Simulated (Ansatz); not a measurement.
Rock-salt LiBr was calculated with G0W0@PBE (hard PAW, contour deformation; Ansatz, a first-principles code).

The same calculation (at the measured cell, 20.808 Å³/atom) with different numerical settings; throughout: k mesh 2×2×2:

```tsv
run	response cutoff (eV)	empty bands	quasiparticle gap on the mesh (eV)	quasiparticle gap at Γ (eV)	rough time
1	100	174	6.705	6.705	5 core-s
2	150	319	6.821	6.821	10 core-s
3	200	491	6.856	6.856	30 core-s
4	250	686	6.880	6.880	50 core-s
5	300	902	6.890	6.890	2 core-min
6	400	1389	6.898	6.898	3 core-min
```

In the column quasiparticle gap on the mesh (eV) the first row differs from the last by -0.193 and the next to last by -0.008.

The last row is no converged limit: other settings stay fixed.

Spin–orbit coupling is not included.
